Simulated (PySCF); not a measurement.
System: NH₄ (charge +1, singlet). 
Coordinates optimised at B3LYP-D3(BJ)/def2-TZVP (Ansatz):
```xyz
5

N      0.0000     0.0000     0.0000
H      0.0143     0.9619    -0.3540
H      0.8334    -0.4977    -0.3293
H     -0.8403    -0.4774    -0.3416
H     -0.0074     0.0132     1.0249
```
Charge +1, spin multiplicity 1.

Dispersion corrections to the total energy (kcal/mol) from the dftd3 and dftd4 libraries through PySCF: D3(BJ) without and D4 with the three-body term, each with the damping fitted for the functional named.

```
functional  D3(BJ)          D4
----------  ------  ----------
PW6B95       -0.26  (withheld)
r2SCAN       -0.18  (withheld)
BP86         -0.95  (withheld)
B3LYP        -1.19       -0.39
HSE06        -0.36       -0.18
TPSSh        -0.77       -0.30
B2PLYP       -0.48       -0.17
```

**Question.** Fill in the missing entries.

**Answer.** 
- PW6B95, D4: -0.21
- r2SCAN, D4: -0.06
- BP86, D4: -0.29
